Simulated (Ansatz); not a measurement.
# Rock-salt HfN: TO phonon frequency at L by level of theory

No measured value is used here.

```csv
level (code),value (cm⁻¹),cell (Å³/atom)
LDA (Ansatz),548,11.15
BLYP (Ansatz),[?],12.14
PBE (Ansatz),510,11.76
PBEsol (Ansatz),533,11.40
revPBE (Ansatz),[?],11.91
RPBE (Ansatz),[?],11.96
PBE-D3(BJ) (Ansatz),529,11.52
r²SCAN (Ansatz),525,11.58
r²SCAN+rVV10 (Ansatz),532,11.50
```

**Question.** Complete the blanks.

**Answer.** 
- BLYP (Ansatz, a first-principles code), value (cm⁻¹): 485
- revPBE (Ansatz), value (cm⁻¹): 501
- RPBE (Ansatz), value (cm⁻¹): 497

Density-functional levels without +SOC have no spin–orbit coupling. PBE-D3(BJ): the dispersion coefficients are held fixed in the derivatives. Each level is taken at its own relaxed cell. Cutoffs differ between the levels. Ansatz's density-functional and Hartree–Fock values are scalar-relativistic unless marked +SOC, with PAW data made under PBE.
